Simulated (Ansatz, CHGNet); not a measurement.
Lattice parameter a (Å) of solids drawn from the class of elemental solids other than molecular ones, at two levels: the machine-learned potential CHGNet 0.3.0 (trained on PBE and PBE+U data), and r²SCAN in Ansatz (PAW).

```json
[
 {"solid": "fcc Ni", "CHGNet 0.3.0": "3.503", "r²SCAN": "3.478", "shift (%)": "-0.71"},
 {"solid": "bcc Mo", "CHGNet 0.3.0": "3.169", "r²SCAN": "3.151", "shift (%)": "-0.57"},
 {"solid": "fcc Ca", "CHGNet 0.3.0": "5.527", "r²SCAN": "5.568", "shift (%)": "+0.74"},
 {"solid": "diamond-structure Si", "CHGNet 0.3.0": "5.461", "r²SCAN": "5.444", "shift (%)": "-0.31"},
 {"solid": "fcc Al", "CHGNet 0.3.0": "4.044", "r²SCAN": "3.992", "shift (%)": "-1.29"},
 {"solid": "fcc Rh", "CHGNet 0.3.0": "3.847", "r²SCAN": "3.800", "shift (%)": "-1.22"},
 {"solid": "diamond-structure Ge", "CHGNet 0.3.0": "5.758", "r²SCAN": "5.675", "shift (%)": "-1.44"},
 {"solid": "fcc Cu", "CHGNet 0.3.0": "3.617", "r²SCAN": "3.577", "shift (%)": "-1.11"},
 {"solid": "fcc Sr", "CHGNet 0.3.0": "6.032", "r²SCAN": "6.101", "shift (%)": "+1.14"},
 {"solid": "diamond", "CHGNet 0.3.0": "3.573", "r²SCAN": "3.560", "shift (%)": "-0.36"}
]
```

The shifts run from -1.44 % to +1.14 %, with a median of -0.64 %.

Over all 10 rows r²SCAN is the larger in 2.

Ansatz's runs of these crystals have no spin polarisation, but for fcc Ni. Meta-GGA and hybrid levels favour moments, which can bear on fcc Ni, fcc Rh.

Density-functional runs with spin start from parallel moments for fcc Ni.

Ansatz's density-functional and Hartree–Fock values are scalar-relativistic unless marked +SOC, with PAW data made under PBE.

Ansatz is an electronic-structure program.
